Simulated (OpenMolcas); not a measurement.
# One shape, several levels: SiS (SMILES [Si-]#[S+])

We compute a comparison of 6 runs (HF/STO-3G, B2PLYP/STO-3G, SVWN5/STO-3G, UB3LYP/STO-3G, r2SCAN/STO-3G, CISD/STO-3G) of SiS. 

The calculation is run with OpenMolcas 26.06.

2 further runs of the same task are left out: 1 for a known fault of the program, 1 that didn't finish.

### Step 1. The system as given

The species is SiS (2 atoms), meant as a singlet with charge 0. SMILES: `[Si-]#[S+]`. The Si1–S2 distance was set to 2.412 Å, away from the relaxed value.

Bond lengths: Si1–S2 2.412 Å.

### Step 2. A single-point energy at HF/STO-3G (run 1)

test.input reads:

```
>>> EXPORT MOLCAS_PRINT=2

&GATEWAY
  BasLib = $CurrDir
  Coord
  2
  angstrom
  Si       0.000000       0.000000      -0.482379
  S        0.000000       0.000000       1.929321
  Basis = STO-3G
  Group = NoSym

&SEWARD

&SCF
  Thresholds = 1e-10 1e-07 1e-07 1e-05
  PrOrbitals = 1 1
```

The basis set STO-3G is read from a file made from the Basis Set Exchange's data (not shown).

On the command line:

```console
$ export MOLCAS_MEM=1860
$ pymolcas test.input > test.log
```

What it wrote:

```text
--- Start Module: gateway ---
[...]
--- Stop Module: gateway /rc=_RC_ALL_IS_WELL_ ---
--- Start Module: seward ---
[...]
      Basis functions           18
--- Stop Module: seward /rc=_RC_ALL_IS_WELL_ ---
--- Start Module: scf ---
[...]
       Convergence after  15 Iterations
[...]
::    Total SCF energy                               -678.6021885193
[...]
      Total spin, S                                     0.0000000000
[...]
      Total electronic charge=   30.000000
      Total            charge=   -0.000000
[...]
      Dipole Moment (debye):
      Origin of the operator (angstrom)=    0.0000    0.0000    0.8038
                   X= -8.5771E-16               Y= -2.9240E-15               Z= -4.0069E+00           Total=  4.0069E+00
      Quadrupole Moment (debye*angstrom):
[...]
--- Stop Module: scf /rc=_RC_ALL_IS_WELL_ ---
[...]
```

Wall time 1.4 s (1 thread of Arm Neoverse V2, shared host); peak memory 0.37 GiB.

### Step 3. A single-point energy at B2PLYP/STO-3G (run 2)

test.inp reads:

```
* SSi Kohn-Sham DFT
&gateway
baslib
$CurrDir
coord
2
angstrom
Si       0.000000       0.000000      -0.482379
S        0.000000       0.000000       1.929321
basis
STO-3G
group
NoSym
&seward
gridinput
Grid=UltraFine
End of Grid
&scf
ksdft
B2PLYP_SCF
thresholds
1e-10 1e-07 1e-07 1e-05
prorbitals
1 1
&mbpt2
frozen
10
```

The basis set STO-3G is read from a file made from the Basis Set Exchange's data (not shown).

On the command line:

```console
$ export MOLCAS_MEM=1860
$ pymolcas test.inp > test.log
```

What it wrote:

```text
--- Start Module: gateway ---
[...]
--- Stop Module: gateway /rc=_RC_ALL_IS_WELL_ ---
[...]
      Basis functions           18
[...]
--- Start Module: scf ---
[...]
       Convergence after  12 Iterations
[...]
::    Total KS-DFT energy                            -679.4438979343
[...]
      Total spin, S                                     0.0000000000
[...]
      Total electronic charge=   30.000000
      Total            charge=   -0.000000
[...]
      Dipole Moment (debye):
      Origin of the operator (angstrom)=    0.0000    0.0000    0.8038
                   X= -8.4714E-16               Y=  1.0075E-17               Z= -2.9720E+00           Total=  2.9720E+00
      Quadrupole Moment (debye*angstrom):
[...]
--- Stop Module: scf /rc=_RC_ALL_IS_WELL_ ---
[...]
--- Start Module: mbpt2 ---
[...]
 ###    WARNING: MP2 implementation intended for RHF references only         ###
 ###############################################################################
MBPT2 WARNING: Reference function according to RunFile:KS-DFT
I'll assume you know what you're doing and continue
WARNING!
Default frozen orbitals as non valence orbitals is overwritten by user input.
Default values:   7
[...]
       Reference weight ( Cref**2 )         =        0.66669
::    Total MBPT2 energy                             -679.7037390964
[...]
      Total MBPT2 calculations                           0.03      0.03
--- Stop Module: mbpt2 /rc=_RC_ALL_IS_WELL_ ---
[...]
```

Run time: 2.5 s. Hardware: 1 thread of Arm Neoverse V2, shared host; peak memory 0.37 GiB.

### Step 4. A single-point energy at SVWN5/STO-3G (run 3)

test.input, as its differences from that of step 2:

```diff
@@ -1,3 +1 @@
->>> EXPORT MOLCAS_PRINT=2
-
 &GATEWAY
@@ -13,4 +11,8 @@
 &SEWARD
+  GridInput
+  Grid=UltraFine
+  End of Grid
 
 &SCF
+  KSDFT = SVWN5
   Thresholds = 1e-10 1e-07 1e-07 1e-05
```

The basis set STO-3G is read from a file made from the Basis Set Exchange's data (not shown).

On the command line:

```console
$ export MOLCAS_MEM=1860
$ pymolcas test.input > test.log
```

What it wrote:

```text
--- Start Module: gateway ---
[...]
--- Stop Module: gateway /rc=_RC_ALL_IS_WELL_ ---
--- Start Module: seward ---
[...]
      Basis functions           18
--- Stop Module: seward /rc=_RC_ALL_IS_WELL_ ---
--- Start Module: scf ---
[...]
       Convergence after  16 Iterations
[...]
::    Total KS-DFT energy                            -677.2206837735
[...]
      Total spin, S                                     0.0000000000
[...]
      Total electronic charge=   30.000000
      Total            charge=   -0.000000
[...]
      Dipole Moment (debye):
      Origin of the operator (angstrom)=    0.0000    0.0000    0.8038
                   X= -3.0506E-15               Y= -3.6841E-15               Z= -1.9065E+00           Total=  1.9065E+00
      Quadrupole Moment (debye*angstrom):
[...]
--- Stop Module: scf /rc=_RC_ALL_IS_WELL_ ---
[...]
```

It took 2.5 s on 1 thread of Arm Neoverse V2, shared host; peak memory 0.37 GiB.

Runs 4 to 5 aren't shown in full; the table further down has their settings and results.

### Step 5. The energy at CISD/STO-3G (run 6)

test.inp reads:

```
* SSi CISD

&GATEWAY
 BASLIB=$CurrDir
 COORD
 2
 angstrom
 Si       0.000000       0.000000      -0.482379
 S        0.000000       0.000000       1.929321
 BASIS=STO-3G
 GROUP=NoSym

&SEWARD

&SCF
 THRESHOLDS=1e-10 1e-07 1e-07 1e-05
 PRORBITALS=1 1

&MOTRA
 FROZEN=10

&GUGA
 ELECTRONS=10
 SPIN=1
 INACTIVE=5
 ACTIVE=0
 CIALL=1

&CPF
 SDCI
```

The basis set STO-3G is read from a file made from the Basis Set Exchange's data (not shown).

On the command line:

```console
$ export MOLCAS_MEM=1860
$ pymolcas test.inp > test.log
```

What it wrote:

```text
--- Start Module: gateway ---
[...]
--- Stop Module: gateway /rc=_RC_ALL_IS_WELL_ ---
[...]
      Basis functions           18
[...]
       Convergence after  15 Iterations
[...]
::    Total SCF energy                               -678.6021885193
[...]
      Total spin, S                                     0.0000000000
[...]
      *** WARNING: Default frozen orbitals is overwritten by user input.
      *** Default values:   7
[...]
--- Start Module: guga ---
[...]
--- Stop Module: guga /rc=_RC_ALL_IS_WELL_ ---
--- Start Module: cpf ---
[...]
      Active orbitals                            0       0
[...]
      Spin quantum number                      0.0
[...]
     FINAL CI ENERGY          -678.72925239
     FINAL CORRELATION ENERGY   -0.12706387  REFERENCE ENERGY    -678.60218852
[...]
     REL. CI ENERGY           -678.72925239
[...]
      Total electronic charge=   30.000000
      Total            charge=   -0.000000
[...]
      Dipole Moment (debye):
      Origin of the operator (angstrom)=    0.0000    0.0000    0.8038
                   X= -1.1819E-15               Y= -2.7426E-15               Z= -1.0597E+00           Total=  1.0597E+00
      Quadrupole Moment (debye*angstrom):
[...]
--- Stop Module: cpf /rc=_RC_ALL_IS_WELL_ ---
[...]
```

Run time: 1.5 s. Hardware: 1 thread of Arm Neoverse V2, shared host; peak memory 0.37 GiB.

### Step 6. All runs side by side

```csv
run,level,frozen core orbitals,integration grid,energy (Eh),dipole moment (D) of the reference,HOMO energy (eV),LUMO energy (eV),wall time
1,HF/STO-3G,–,–,-678.602189,4.01,-3.83,5.09,1.4 s
2,B2PLYP/STO-3G,10,UltraFine,-679.514055,2.97,-2.67,2.84,2.5 s
3,SVWN5/STO-3G,–,UltraFine,-677.220684,1.91,-1.38,0.76,2.5 s
4,UB3LYP/STO-3G,–,UltraFine,-679.788972,1.96,-1.78,1.28,5.4 s
5,r2SCAN/STO-3G,–,UltraFine,-679.755244,2.19,-1.46,0.83,2.8 s
6,CISD/STO-3G,10,–,-678.729252,4.01,-3.83,5.09,1.5 s
```

### Step 7. Results

| quantity | value |
| --- | --- |
| run 6: total energy | -678.72925 Eh |
| run 6: dipole moment (mean-field density) | 4.01 D |
| run 6: HOMO energy (Hartree–Fock orbitals) | -3.83 eV |
| run 6: LUMO energy (Hartree–Fock orbitals) | 5.09 eV |
| run 6: HOMO–LUMO gap (Hartree–Fock orbitals) | 8.92 eV |
| run 6: correlation energy (10 core orbitals frozen) | -127.1 mEh |

What this shows: Over runs 1, 2, 3, 4, 5 the dipole moment (its size) runs from 1.91 D (SVWN5/STO-3G) to 4.01 D (HF/STO-3G). Over runs 1, 2, 3, 4, 5 the HOMO–LUMO gap runs from 2.14 eV (SVWN5/STO-3G) to 8.92 eV (HF/STO-3G). Exact exchange widens orbital gaps. For B2PLYP the log adds the whole second-order term; the table takes 0.27 of it, as the functional is defined. Totals of different functionals can't be ranked against each other. In runs 1, 2, 3, 4, 5, 6 the basis is minimal, so the values are rough. Spin contamination of the reference: run 4 ⟨S²⟩ = 0.38. All runs together took 16 s, the longest 5.4 s.
